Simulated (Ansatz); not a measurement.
# CH3Al: the cost of one run

Computed with Ansatz 0.2.0, Gaussian basis. Level: PBE0-D4/def2-TZVP structures, single points in def2-TZVPP, no counterpoise correction.

Levels: SPW92, PBE-D4, BLYP-D4, r2SCAN-D4, B97M-V, PBE0-D4, B3LYP-D4, r2SCAN0-D4, BHLYP-D4, CAM-B3LYP-D4, wB97X-V, wB97M-V, B2PLYP, PBE-QIDH, RPA on PBE, Hartree-Fock, MP2, CCSD, CCSD(T).

Correlated methods freeze the cores. B3LYP uses VWN-RPA correlation. B2PLYP carries no dispersion term here.

56 further runs of the same task are left out: 56 set aside as unsound or not needed.

## (1) The system as given

The complex: 8 atoms, charge 0, spin multiplicity 1.

Atoms are counted from 1 here; the program's logs count them from 0.

Bond lengths: Al1–O2 2.162 Å, Al1–C4 2.012 Å, O2–H3 0.962 Å, O2–H5 0.965 Å, C4–H6 1.095 Å, C4–H7 1.101 Å, C4–H8 1.100 Å. Angles: O2–Al1–C4 85.4°, Al1–O2–H3 119.5°, Al1–O2–H5 122.0°, H3–O2–H5 109.1°, Al1–C4–H6 113.0°, Al1–C4–H7 111.2°, Al1–C4–H8 111.8°, H6–C4–H7 106.5°, H6–C4–H8 106.8°, H7–C4–H8 107.2°.

Geometry (Å):

```mol
CH5AlO
  3D, bonds by distance, orders not assigned

  8  7  0  0  0  0  0  0  0  0999 V2000
   -0.9626   -1.0890    0.5335 Al  0  0
   -0.0042   -0.8354   -1.3878 O   0  0
    0.1198   -1.5983   -1.9602 H   0  0
   -0.1066    0.6682    1.0121 C   0  0
    0.7300   -0.2216   -1.5155 H   0  0
   -0.3798    1.0180    2.0132 H   0  0
    0.9912    0.5931    0.9960 H   0  0
   -0.3877    1.4652    0.3086 H   0  0
  1  2  8  0
  1  4  8  0
  2  3  8  0
  2  5  8  0
  4  6  8  0
  4  7  8  0
  4  8  8  0
M  END
```

Its parts: CH3Al holds atoms 1, 4, 6, 7, 8; H2O holds atoms 2, 3, 5. Each part counts its atoms afresh in its own runs.

## (2) Relaxing CH3Al alone

File relax-a/in.yaml:

```yaml
crystal:
  periodic: [false, false, false]
  atoms:
    - {symbol: Al, position_ang: [-0.962597, -1.089033, 0.533537]}
    - {symbol: C, position_ang: [-0.106634, 0.668198, 1.012135]}
    - {symbol: H, position_ang: [-0.379773, 1.018005, 2.013204]}
    - {symbol: H, position_ang: [0.991244, 0.593088, 0.995997]}
    - {symbol: H, position_ang: [-0.387662, 1.465168, 0.308589]}
basis:
  gaussian: {orbitals: def2-TZVP}
hamiltonian: {xc: pbe0, dispersion: d4}
relax: {f_tol: 0.005, max_steps: 200}
```

Run with:

```sh
$ ansatz run in.yaml --threads 2 --pin off --events-out ev --progress --plain --max-ram 4352MiB
```

**Question.** How long does this run take on 2 threads of Arm Neoverse V1, shared host?

About 4.2 s.
